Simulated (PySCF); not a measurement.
Consider hydroxymethylium, `C=[OH+]` ([CH3O]+). Numbering: `[CH2:1]=[OH+:2]`

These are calculated values, PBE0-D3(BJ)/ma-def2-TZVP in PySCF (grid level 2) at geometries from PBE0-D3(BJ)/ma-def2-SVP. The prefix ma- adds one diffuse s and one diffuse p function on all atoms but H. Thermal corrections: PBE0-D3(BJ)/ma-def2-SVP frequencies, unscaled, ideal gas at 298.15 K and 1 bar, quasi-RRHO entropy.

(1) Rank these of its positions by gas-phase deprotonation enthalpy, most acidic first.
A. C1 (carbonyl-type carbon)
B. O2 (hydroxyl oxygen)

(2) For O2 (hydroxyl oxygen), what are ΔE (electronic) and ΔG(298 K) of the loss of the proton?

(3) Of those listed, which site of deprotonation is favoured in chloroform (IEF-PCM), and by how much?

Answers

(1) B (713 kJ/mol), A (957 kJ/mol).

(2) ΔE = 744 and ΔG = 684 kJ/mol, beside ΔH = 713 kJ/mol. The product is `C=O`.

(3) O2 (hydroxyl oxygen), by 227 kJ/mol over C1 (carbonyl-type carbon); the gas phase favours the same one.
